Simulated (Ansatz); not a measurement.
Input for Ansatz (a quantum-chemistry and plane-wave program): R-B3LYP/def2-TZVPPD on C2H2 (SMILES C#C). Files ending in .json are basis or fitting sets from the Basis Set Exchange.

Ansatz 0.2 input:
```yaml
crystal:
  periodic: [false, false, false]
  atoms:
    - {symbol: C, position_ang: [-0.00000000, 0.00000000, 1.57829513]}
    - {symbol: H, position_ang: [-0.00000000, 0.00000000, 0.51136193]}
    - {symbol: C, position_ang: [-0.00000000, 0.00000000, 2.78576543]}
    - {symbol: H, position_ang: [-0.00000000, 0.00000000, 3.85017859]}
basis:
  gaussian:
    orbitals: def2-TZVPPD.json
hamiltonian:
  xc: {name: B3LYP}
scf: {lower_state_search: off}
```

Output:

```
WARN ansatz: RAYON_NUM_THREADS=1 ignored (pool sized by the plan → 1); use --threads N
Functional definition: B3LYP
these checks for a lower state are left out or cut short: stability, starts, cluster_reference, orbital_swaps, neighbouring_geometries, increment
integrals: 0.01 GiB planned
466 factors; their error is unknown
mean field: 0.23 GiB planned
mean field evaluation 1: about -2100.6123 eV, gradient 4.4e1 eV
mean field evaluation 2: about -2099.4979 eV, gradient 4.7e1 eV
mean field evaluation 4: about -2105.2260 eV, gradient 3.7e-1 eV
mean field evaluation 8: about -2105.2230 eV, gradient 3.0e-2 eV
mean field -2105.22304790 eV, -77.3655200390 hartree, gradient 7.7e-6 eV, S^2 0.000000; 0 other end points of the search recorded, 0 dependent functions left out
reference -2105.22323387 eV, -77.3655268730 hartree; 7, 7 occupied and 101, 101 virtual orbitals, 466 factors
Total energy: -2105.22323387 eV, -77.3655268730 hartree
Checks for a lower state left out: stability, starts, cluster_reference, orbital_swaps, neighbouring_geometries, increment
```

The calculation finished and met its thresholds.

Cost: very roughly 0.8 core-seconds.
